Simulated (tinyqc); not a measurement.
Worked calculation (part 2 of 2): UHF in the sto-3g basis, for LiH, spin multiplicity 3. Computed by tinyqc, a small Python program that keeps every step (integrals from PySCF). Command: `OMP_NUM_THREADS=1 python tinyqc.py 28484 28485 out.jsonl` (the two numbers bound the seeds that draw the settings). One thread of a shared host (Intel(R) Xeon(R) Processor @ 2.60GHz), about 0.2 s of CPU time with the checks.

Geometry (angstrom):
```
atom,x,y,z
Li,0.000000,0.000000,0.000000
H,0.000000,0.000000,1.395000
```

## Iteration 3: diagonalisation and new density

F(alpha) (hartree):
```
,1Li 1s,1Li 2s,1Li 2px,1Li 2py,1Li 2pz,2H 1s
1Li 1s,-2.355432,-0.647842,-0.004742,-0.008504,-0.012145,-0.290642
1Li 2s,-0.647842,-0.331103,0.034859,0.077805,-0.137464,-0.391159
1Li 2px,-0.004742,0.034859,0.088641,-0.062977,-0.066898,-0.033311
1Li 2py,-0.008504,0.077805,-0.062977,0.048006,-0.049744,0.014826
1Li 2pz,-0.012145,-0.137464,-0.066898,-0.049744,-0.138290,-0.414060
2H 1s,-0.290642,-0.391159,-0.033311,0.014826,-0.414060,-0.583276
```

F(beta) (hartree):
```
,1Li 1s,1Li 2s,1Li 2px,1Li 2py,1Li 2pz,2H 1s
1Li 1s,-2.329569,-0.638210,-0.004282,-0.010888,-0.010950,-0.283682
1Li 2s,-0.638210,-0.091896,-0.023610,-0.045516,-0.063339,-0.132118
1Li 2px,-0.004282,-0.023610,0.193275,0.008100,0.007964,-0.003131
1Li 2py,-0.010888,-0.045516,0.008100,0.198491,0.006548,-0.010001
1Li 2pz,-0.010950,-0.063339,0.007964,0.006548,0.143167,-0.069646
2H 1s,-0.283682,-0.132118,-0.003131,-0.010001,-0.069646,0.055706
```

X:
```
,1Li 1s,1Li 2s,1Li 2px,1Li 2py,1Li 2pz,2H 1s
1Li 1s,1.023035,-0.122554,0.000000,0.000000,0.003219,-0.012743
1Li 2s,-0.122554,1.143494,0.000000,0.000000,0.147685,-0.338445
1Li 2px,0.000000,0.000000,1.000000,0.000000,0.000000,0.000000
1Li 2py,0.000000,0.000000,0.000000,1.000000,0.000000,0.000000
1Li 2pz,0.003219,0.147685,0.000000,0.000000,1.180681,-0.414597
2H 1s,-0.012743,-0.338445,0.000000,0.000000,-0.414597,1.302354
```

Diagonalise F' = X^T F X, C = X C', fill 3 alpha and 1 beta electrons from the bottom; D(s) = C_occ C_occ^T. Each column has its largest component positive (the first on a tie).

F' = X^T F X (alpha) (hartree):
```
,1,2,3,4,5,6
1,-2.301398,-0.337426,-0.008914,-0.018585,0.013089,-0.082010
2,-0.337426,-0.082515,0.041836,0.077648,0.042914,-0.275898
3,-0.008914,0.041836,0.088641,-0.062977,-0.060041,-0.027385
4,-0.018585,0.077648,-0.062977,0.048006,-0.053415,0.013708
5,0.013089,0.042914,-0.060041,-0.053415,0.105117,-0.375982
6,-0.082010,-0.275898,-0.027385,0.013708,-0.375982,-0.294063
```

orbital energies (alpha) (hartree): MO1 -2.358876, MO2 -0.594071, MO3 -0.131670, MO4 0.104383, MO5 0.136394, MO6 0.407628

coefficients C (alpha):
```
,MO1,MO2,MO3,MO4,MO5,MO6
1Li 1s,0.989522,-0.157460,-0.170283,-0.156936,0.002120,-0.064929
1Li 2s,0.034370,0.186385,0.679946,0.650110,0.016290,0.733347
1Li 2px,0.001736,0.046625,-0.391074,0.413803,0.820042,-0.034385
1Li 2py,0.002403,-0.021769,-0.532530,0.624361,-0.569535,-0.041671
1Li 2pz,0.002546,0.212894,-0.367391,-0.243038,-0.015992,1.161072
2H 1s,0.013014,0.786660,-0.106071,-0.185227,-0.049968,-1.147024
```

F' = X^T F X (beta) (hartree):
```
,1,2,3,4,5,6
1,-2.272497,-0.357230,-0.001421,-0.005412,0.009577,-0.111237
2,-0.357230,0.097924,-0.024238,-0.046361,0.029295,-0.176907
3,-0.001421,-0.024238,0.193275,0.008100,0.007201,0.000666
4,-0.005412,-0.046361,0.008100,0.198491,0.005120,-0.000196
5,0.009577,0.029295,0.007201,0.005120,0.269465,-0.229909
6,-0.111237,-0.176907,0.000666,-0.000196,-0.229909,0.285889
```

orbital energies (beta) (hartree): MO1 -2.332309, MO2 -0.014549, MO3 0.139140, MO4 0.187540, MO5 0.234622, MO6 0.558102

coefficients C (beta):
```
,MO1,MO2,MO3,MO4,MO5,MO6
1Li 1s,0.991263,-0.200631,-0.152932,-0.006722,0.117780,0.040388
1Li 2s,0.031731,0.518126,0.676252,0.021432,-0.474860,-0.711494
1Li 2px,0.001959,0.043324,0.268847,0.849968,0.450836,0.011877
1Li 2py,0.004841,0.109145,0.462654,-0.526015,0.704418,0.033454
1Li 2pz,0.002780,0.368016,-0.477894,-0.011305,0.298975,-1.065072
2H 1s,0.004945,0.461412,-0.260746,0.014805,0.048876,1.303534
```

D(alpha) after iteration 3:
```
,1Li 1s,1Li 2s,1Li 2px,1Li 2py,1Li 2pz,2H 1s
1Li 1s,1.032943,-0.111121,0.060969,0.096486,0.031558,-0.092928
1Li 2s,-0.111121,0.498247,-0.257159,-0.366066,-0.210039,0.074946
1Li 2px,0.060969,-0.257159,0.155115,0.207247,0.153608,0.078182
1Li 2py,0.096486,-0.366066,0.207247,0.284067,0.191018,0.039392
1Li 2pz,0.031558,-0.210039,0.153608,0.191018,0.180307,0.206478
2H 1s,-0.092928,0.074946,0.078182,0.039392,0.206478,0.630254
```

D(beta) after iteration 3:
```
,1Li 1s,1Li 2s,1Li 2px,1Li 2py,1Li 2pz,2H 1s
1Li 1s,0.982603,0.031454,0.001942,0.004799,0.002756,0.004902
1Li 2s,0.031454,0.001007,0.000062,0.000154,0.000088,0.000157
1Li 2px,0.001942,0.000062,0.000004,0.000009,0.000005,0.000010
1Li 2py,0.004799,0.000154,0.000009,0.000023,0.000013,0.000024
1Li 2pz,0.002756,0.000088,0.000005,0.000013,0.000008,0.000014
2H 1s,0.004902,0.000157,0.000010,0.000024,0.000014,0.000024
```

## Iteration 44 (converged): orbitals

converged F(alpha) (hartree):
```
,1Li 1s,1Li 2s,1Li 2px,1Li 2py,1Li 2pz,2H 1s
1Li 1s,-2.370843,-0.640839,-0.000009,-0.000013,-0.015653,-0.291310
1Li 2s,-0.640839,-0.394379,0.000067,0.000091,-0.070793,-0.385267
1Li 2px,-0.000009,0.000067,0.125606,0.000000,-0.000058,-0.000008
1Li 2py,-0.000013,0.000091,0.000000,0.125606,-0.000078,-0.000011
1Li 2pz,-0.015653,-0.070793,-0.000058,-0.000078,-0.168831,-0.420675
2H 1s,-0.291310,-0.385267,-0.000008,-0.000011,-0.420675,-0.627936
```

converged F(beta) (hartree):
```
,1Li 1s,1Li 2s,1Li 2px,1Li 2py,1Li 2pz,2H 1s
1Li 1s,-2.336339,-0.642987,-0.000010,-0.000013,-0.015594,-0.287182
1Li 2s,-0.642987,-0.094696,-0.000042,-0.000057,-0.079151,-0.131116
1Li 2px,-0.000010,-0.000042,0.187164,0.000000,0.000007,-0.000009
1Li 2py,-0.000013,-0.000057,0.000000,0.187164,0.000009,-0.000012
1Li 2pz,-0.015594,-0.079151,0.000007,0.000009,0.155174,-0.064060
2H 1s,-0.287182,-0.131116,-0.000009,-0.000012,-0.064060,0.087920
```

As before.

F' = X^T F X (alpha) (hartree):
```
,1,2,3,4,5,6
1,-2.320280,-0.319617,-0.000018,-0.000024,0.001715,-0.083130
2,-0.319617,-0.154539,0.000072,0.000098,0.112441,-0.257450
3,-0.000018,0.000072,0.125606,0.000000,-0.000055,-0.000009
4,-0.000024,0.000098,0.000000,0.125606,-0.000075,-0.000012
5,0.001715,0.112441,-0.000055,-0.000075,0.082473,-0.373796
6,-0.083130,-0.257450,-0.000009,-0.000012,-0.373796,-0.361607
```

orbital energies (alpha) (hartree): MO1 -2.373612, MO2 -0.621383, MO3 -0.154589, MO4 0.125606, MO5 0.125606, MO6 0.395632

coefficients C (alpha):
```
,MO1,MO2,MO3,MO4,MO5,MO6
1Li 1s,0.990703,-0.148476,-0.229543,-0.000133,0.000000,-0.074601
1Li 2s,0.029366,0.132707,0.930319,0.000546,0.000000,0.758279
1Li 2px,0.000003,0.000009,-0.000330,0.594881,0.803814,-0.000025
1Li 2py,0.000004,0.000012,-0.000445,0.803814,-0.594881,-0.000034
1Li 2pz,0.002188,0.169158,-0.453179,-0.000204,0.000000,1.163499
2H 1s,0.014641,0.843581,-0.165858,-0.000151,0.000000,-1.115066
```

F' = X^T F X (beta) (hartree):
```
,1,2,3,4,5,6
1,-2.278344,-0.360760,-0.000005,-0.000006,0.007214,-0.113752
2,-0.360760,0.092656,-0.000043,-0.000058,0.011212,-0.178831
3,-0.000005,-0.000043,0.187164,0.000000,0.000006,0.000000
4,-0.000006,-0.000058,0.000000,0.187164,0.000008,0.000000
5,0.007214,0.011212,0.000006,0.000008,0.280543,-0.235814
6,-0.113752,-0.178831,0.000000,0.000000,-0.235814,0.330943
```

orbital energies (beta) (hartree): MO1 -2.339272, MO2 -0.006550, MO3 0.186506, MO4 0.187164, MO5 0.187169, MO6 0.585109

coefficients C (beta):
```
,MO1,MO2,MO3,MO4,MO5,MO6
1Li 1s,0.990922,-0.208476,-0.187787,0.000000,0.016588,0.029420
1Li 2s,0.033379,0.568498,0.821377,0.000000,-0.072497,-0.674339
1Li 2px,0.000004,0.000116,0.052241,0.803814,0.592583,0.000023
1Li 2py,0.000006,0.000157,0.070590,-0.594881,0.800708,0.000032
1Li 2pz,0.005297,0.407888,-0.555196,0.000000,0.048907,-1.053890
2H 1s,0.004035,0.400356,-0.269853,0.000000,0.023659,1.322513
```

D(alpha) after iteration 44:
```
,1Li 1s,1Li 2s,1Li 2px,1Li 2py,1Li 2pz,2H 1s
1Li 1s,1.056227,-0.204159,0.000077,0.000105,0.081076,-0.072675
1Li 2s,-0.204159,0.883966,-0.000305,-0.000413,-0.399088,-0.041921
1Li 2px,0.000077,-0.000305,0.000000,0.000000,0.000151,0.000062
1Li 2py,0.000105,-0.000413,0.000000,0.000000,0.000204,0.000084
1Li 2pz,0.081076,-0.399088,0.000151,0.000204,0.233990,0.217894
2H 1s,-0.072675,-0.041921,0.000062,0.000084,0.217894,0.739352
```

D(beta) after iteration 44:
```
,1Li 1s,1Li 2s,1Li 2px,1Li 2py,1Li 2pz,2H 1s
1Li 1s,0.981925,0.033076,0.000004,0.000006,0.005249,0.003999
1Li 2s,0.033076,0.001114,0.000000,0.000000,0.000177,0.000135
1Li 2px,0.000004,0.000000,0.000000,0.000000,0.000000,0.000000
1Li 2py,0.000006,0.000000,0.000000,0.000000,0.000000,0.000000
1Li 2pz,0.005249,0.000177,0.000000,0.000000,0.000028,0.000021
2H 1s,0.003999,0.000135,0.000000,0.000000,0.000021,0.000016
```

Within a degenerate level the vectors are fixed only up to a rotation; this is one choice.

## Convergence

Stop when the energy changes by less than 1e-08 hartree and every element of the error matrix X^T (F D S - S D F) X (for each spin) is below 3e-05.

Course of the cycle:
```
iteration,E (hartree),change,largest element of the error matrix
1,-3.07373044,-,1.06e+00
2,-7.57012262,-4.50e+00,1.49e-01
3,-7.71004381,-1.40e-01,5.67e-02
4,-7.72883603,-1.88e-02,2.07e-02
5,-7.73472842,-5.89e-03,1.62e-02
6,-7.73860575,-3.88e-03,1.38e-02
7,-7.74168523,-3.08e-03,1.22e-02
8,-7.74412240,-2.44e-03,1.07e-02
9,-7.74599656,-1.87e-03,9.30e-03
10,-7.74740126,-1.40e-03,8.02e-03
11,-7.74843367,-1.03e-03,6.86e-03
12,-7.74918164,-7.48e-04,5.83e-03
13,-7.74971795,-5.36e-04,4.93e-03
14,-7.75009967,-3.82e-04,4.16e-03
...,...,...,...
31,-7.75100717,-9.10e-07,2.03e-04
32,-7.75100780,-6.36e-07,1.70e-04
33,-7.75100825,-4.45e-07,1.42e-04
34,-7.75100856,-3.11e-07,1.19e-04
35,-7.75100877,-2.18e-07,9.92e-05
36,-7.75100893,-1.52e-07,8.30e-05
37,-7.75100903,-1.06e-07,6.94e-05
38,-7.75100911,-7.44e-08,5.80e-05
39,-7.75100916,-5.20e-08,4.85e-05
40,-7.75100920,-3.64e-08,4.06e-05
41,-7.75100922,-2.54e-08,3.39e-05
42,-7.75100924,-1.78e-08,2.84e-05
43,-7.75100925,-1.24e-08,2.37e-05
44,-7.75100926,-8.70e-09,1.98e-05
```

PySCF UHF in the same basis, after a stability check = -7.75100928 hartree

Converged in 44 iterations.

## Populations, bond orders and dipole

overlap S:
```
,1Li 1s,1Li 2s,1Li 2px,1Li 2py,1Li 2pz,2H 1s
1Li 1s,1.000000,0.241137,0.000000,0.000000,0.000000,0.102630
1Li 2s,0.241137,1.000000,0.000000,0.000000,0.000000,0.446314
1Li 2px,0.000000,0.000000,1.000000,0.000000,0.000000,0.000000
1Li 2py,0.000000,0.000000,0.000000,1.000000,0.000000,0.000000
1Li 2pz,0.000000,0.000000,0.000000,0.000000,1.000000,0.544445
2H 1s,0.102630,0.446314,0.000000,0.000000,0.544445,1.000000
```

Mulliken: Z minus the diagonal of D S on the atom; Loewdin: the same with S^(1/2) D S^(1/2); Mayer order: 2 sum_s sum (D(s) S)_ij (D(s) S)_ji over the two atoms.

Charges (e):
```
atom,Mulliken,Loewdin,Mulliken spin
1Li,-0.167687,-0.256508,1.168684
2H,0.167687,0.256508,0.831316
```

Mayer bond orders:
```
pair,order
2-1,0.280795
```

dipole moment about the origin, x y z (debye): 0.002616  0.003534  4.000501

<S^2> of the determinant (pure state: 2) = 2.000019
